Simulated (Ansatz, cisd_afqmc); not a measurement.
Species: CH2N, charge 1, singlet. CH2N+ (SMILES C#[NH+]).
B3LYP-D3(BJ)/def2-TZVP minimum from Ansatz (a quantum-chemistry and plane-wave program):
```xyz
4

C      0.0000     0.0000    -0.5980
N      0.0000     0.0000     0.5315
H      0.0000     0.0000    -1.6793
H      0.0000     0.0000     1.5473
```
Charge +1, spin multiplicity 1.

Total energies in cc-pVTZ, 10 correlated electrons, 2 frozen orbitals. Radicals and triplets start from unrestricted determinants; spin-orbit coupling is neglected. Cores are frozen in correlated methods. No relativity. AFQMC is phaseless with a CISD trial state; ± is one standard error, without the phaseless bias. Outlying blocks are dropped, and bars are widened where a walk drifts. Over all cases where full CI ran beside it in this data, AFQMC minus full CI had a median of +0.1 mEh and passed +0.4 mEh in a tenth of the cases.

| method | program | energy (Eh) | minus CCSDT(Q) (mEh) |
|---|---|---|---|
| HF | Ansatz | -93.19629 | 361.68 |
| MP2 | Ansatz | -93.53203 | 25.94 |
| CCSD | Ansatz | -93.54063 | 17.34 |
| CCSD(T) | Ansatz | -93.55678 | 1.19 |
| CCSDT(Q) | Ansatz | -93.55797 | 0.00 |
| AFQMC/CISD | cisd_afqmc | -93.5573 ± 0.0004 | 0.7 ± 0.4 |
